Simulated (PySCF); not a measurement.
# Which determinant of BCl⁺ lies lowest?

Unrestricted PBE0; basis B 6-311G(d,p), Cl 6-311G(d,p); no relativity; PySCF 2.14. Outer shells of the fragments: B+ 2s2; Cl 3s2 3p5.

Followed along the bond (rough minima from three points):

| 2Ms+1 | unpaired | ⟨S²⟩ at the start | R at minimum (Å) | Te (eV) |
| --- | --- | --- | --- | --- |
| 2 | σ ↑ | 0.76 | 1.60 | 0.00 |
| 4 | σ ↑, π ↑↑ | 3.75 | 1.88 | 5.24 |

Solutions found at the starting distance of 1.885 Å, counted from the lowest of them; the search is not exhaustive and high or unbound solutions are not listed, so other states can lie among these:

```tsv
2Ms+1	unpaired	term	E (eV)	⟨S²⟩	⟨Lz²⟩	μ (D)
2	σ ↑	²Σ⁺	0.00	0.76	0.00	-4.52
2	π ↑	²Π	2.48	0.75	1.01	-0.67
4	σ ↑, π ↑↑	mixed	4.20	3.75	2.01	-1.29
4	σ ↑, π ↑↑	mixed	4.43	3.75	2.01	-1.36
2	σ ↑, π ↑↓	mixed	4.54	1.75	2.01	-1.37
4	σ ↑↑, π ↑	⁴Π	7.16	3.76	1.00	-1.85
4	σ ↑↑, π ↑	⁴Π	8.14	3.75	1.01	-3.22
```

A term symbol is given only where ⟨S²⟩ and ⟨Lz²⟩ are close to those of a pure state; real π, δ and φ orbitals otherwise mix terms. A positive dipole points towards Cl; it is taken about the centre of mass and depends on that origin.

Task: Compare the gap between the two lowest followed solutions at the starting distance with the gap between their minima.

Result: At PBE0 the second solution (quartet, unpaired electrons σ ↑, π ↑↑) lies +4.20 eV from the first (doublet, unpaired electrons σ ↑) at 1.885 Å and +5.24 eV at the minima; the two curves relax by different amounts, since their minima lie near 1.88 and 1.60 Å.

Counting both spins, an empty level lies below a filled one in some of these solutions, because spin and occupation are held.
